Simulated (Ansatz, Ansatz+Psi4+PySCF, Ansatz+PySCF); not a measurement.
```xyz
3

H    -0.0048   -0.0085    1.4880
Cl   -0.0052   -0.0066   -0.0054
H     0.0017   -0.0072   -1.4791
```

Basis set: cc-pVTZ on H; cc-pV(T+d)Z on Cl (spherical functions). Left uncorrelated: 5 orbitals. Correlation on ROHF uses semicanonical orbitals with singles. Charge 0, multiplicity 2.

Computed with Ansatz (development build ahead of 0.2.0); each method stands on the lowest determinant of its kind that the runs found.

(1) Give the atomization energy at this shape (free ground-state atoms in the same class of orbitals less the molecule, no zero-point energy) of doublet H₂Cl by ROHF-CCSD(T), ROHF-MP2, UHF-MP2.

Results:

(1)

```
      method  atomization energy
ROHF-CCSD(T)             3.69 eV
    ROHF-MP2             3.63 eV
     UHF-MP2             3.52 eV
```
